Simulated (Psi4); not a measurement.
This Psi4 input (MP2/def2-SVP) gives -100.13180 Eh with 19 basis functions.

```
memory 8100 MB

molecule {
0 1
F    -0.00000000   -0.00000000   -0.09245367
H     0.00000000    0.00000000    0.83208299
}

set {
  basis def2-svp
  scf_type df
  freeze_core true
}

energy('mp2')
print_variables()
```

Change:
```diff
- basis def2-svp
+ basis 6-31g
```

Problem. What does the run give now?

Solution. -100.11145 Eh (MP2/6-31G, 11 functions), a change of +20.35 mEh.
